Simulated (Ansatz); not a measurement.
Zone-centre TO phonon frequency (cm⁻¹) along a series of related solids, from revPBE in Ansatz (PAW).

```json
[
 {"solid": "zinc-blende BP", "revPBE": "793", "measured": "794‡"},
 {"solid": "zinc-blende AlP", "revPBE": "422", "measured": "–"},
 {"solid": "zinc-blende GaP", "revPBE": "338", "measured": "366‡"},
 {"solid": "zinc-blende InP", "revPBE": "278", "measured": "307‡"}
]
```

revPBE less measured, from the printed values: zinc-blende BP‡ -0.1 %, zinc-blende GaP‡ -7.7 %, zinc-blende InP‡ -9.4 %.

A member of the series is missing where a level wasn't run or failed, where a doubt is noted on the run or the magnetic state, for phases of high temperature or layered ones, and where values are held back for tests.

Spin–orbit coupling is left out, also for the solids with elements from indium on (zinc-blende InP); its size isn't shown.

A dash: no measured value is used.

Each level is taken at its own relaxed cell. Ansatz's density-functional and Hartree–Fock values are scalar-relativistic unless marked +SOC, with PAW data made under PBE.

Measured values are for low temperature or corrected to a static lattice; ‡ marks uncorrected values at room or unstated temperature. References as tabulated in Solozhenko et al. (2014), arXiv:1505.05714; Han and Bester (2011), arXiv:1107.0196; Ioffe Institute, NSM Archive: InP, mechanic properties page.

Ansatz is an electronic-structure program.
